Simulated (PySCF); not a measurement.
Geometry:
| atom | x (Å) | y (Å) | z (Å) |
| --- | --- | --- | --- |
| O1 | 1.023 | 1.414 | -0.297 |
| C2 | 1.492 | 0.385 | 0.098 |
| O3 | 0.836 | -0.766 | 0.261 |
| C4 | -0.543 | -0.815 | -0.014 |
| C5 | -1.367 | 0.351 | -0.041 |
| N6 | -1.462 | -0.310 | 1.029 |
| H7 | 2.553 | 0.241 | 0.387 |
| H8 | -0.771 | -1.759 | -0.520 |
| H9 | -1.748 | 1.264 | -0.499 |

[PySCF: geometry from PBE0-D3(BJ)/def2-SVP; σ from GIAO-PBE0/pcSseg-1; isolated molecule; single conformer; non-relativistic Hamiltonian]

Scale: ¹³C and ¹H vs TMS; H2O for ¹⁷O; ¹⁵N vs NH3 (reference shieldings calculated alike).

```
atoms  nucleus  count  Hirshfeld charge  δ (ppm)
   H9       ¹H      1              0.10    10.50
   O1      ¹⁷O      1             -0.24        ?
   C4      ¹³C      1              0.05     53.7
   N6      ¹⁵N      1             -0.16    353.8
   O3      ¹⁷O      1             -0.11    242.7
   C2      ¹³C      1              0.18        ?
   C5      ¹³C      1              0.05    179.7
   H7       ¹H      1              0.07     7.66
   H8       ¹H      1              0.06        ?
```

Q: Fill in the missing shifts.

A: 
- C2: 165.1 ppm, ester carbonyl carbon; it is a carbonyl in resonance with an O or N lone pair, the region of acids, esters and amides
- H8: 3.98 ppm, hydrogen on a three-membered-ring carbon; its carbon carries N and O, an electronegative neighbour
- O1: 453.7 ppm, ester carbonyl oxygen

Shifts are as computed. Against solution values, carbons near 30 ppm lie about +2 ppm off and those near 130 ppm about +5 ppm. Of 1211 compounds with measured shifts, 218 miss one by over three times the rms of a fit or turn the order of signals round; such compounds aren't used in these exercises. Unscaled 17O shifts of doubly bonded oxygen tend to come out too high, by tens of ppm or more. Experimental scales use liquid or dissolved standards, which lie at an offset from isolated NH3 (liquid NH3: subtract about 20 ppm) and H2O (liquid H2O: subtract about 36 ppm). Unscaled 15N shifts of sp2 nitrogen come out 20 to 40 ppm too high even then.
